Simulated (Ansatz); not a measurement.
Geometry optimisation, UKS PBE-D4/def2-SVP in Ansatz.

The input (input.yaml):

```yaml
crystal:
  periodic: [false, false, false]
  atoms:
    - { symbol: C, position_ang: [-0.54189, 0.57641, -0.46772] }
    - { symbol: C, position_ang: [0.30817, -0.6076, -0.01936] }
    - { symbol: O, position_ang: [1.19881, -0.27648, 1.0206] }
    - { symbol: H, position_ang: [-1.17505, 0.28581, -1.30149] }
    - { symbol: H, position_ang: [0.09764, 1.39862, -0.78021] }
    - { symbol: H, position_ang: [-1.17696, 0.92071, 0.34771] }
    - { symbol: H, position_ang: [0.9405, -0.95268, -0.84035] }
    - { symbol: H, position_ang: [-0.3443, -1.43864, 0.28817] }
    - { symbol: H, position_ang: [0.69309, 0.09386, 1.75264] }
magnetization:
  spin_polarized: true
basis:
  gaussian: { orbitals: def2-SVP }
hamiltonian:
  xc: pbe
  dispersion: d4
relax:
  f_tol: 0.02
  max_steps: 50
```

Launched with:

```bash
$ ansatz run input.yaml --threads 2 --pin off --max-ram 3072MiB --backend cpu --events-out ev --progress --plain --runs-dir out
```

**Question.** Where does it end, and by what steps?

**Answer.** It converged. After 3 steps the energy has fallen by 0.051 eV; H9 moved furthest, 0.03 Å.

```csv
step,energy less start (eV),largest force component (eV/Å),accepted
0,0.0000,0.748,yes
1,-0.0454,0.219,yes
2,-0.0505,0.046,yes
3,-0.0507,0.018,yes
```

```xyz
9
Properties=species:S:1:pos:R:3
C -0.539 0.574 -0.471
C 0.316 -0.602 -0.005
O 1.225 -0.259 1.026
H -1.195 0.288 -1.321
H 0.103 1.419 -0.791
H -1.199 0.937 0.347
H 0.940 -0.972 -0.848
H -0.347 -1.456 0.288
H 0.696 0.070 1.776
```

Run time: 6.8 s on 2 threads of Arm Neoverse V1, with other jobs on the host, peak memory 0.13 GiB.
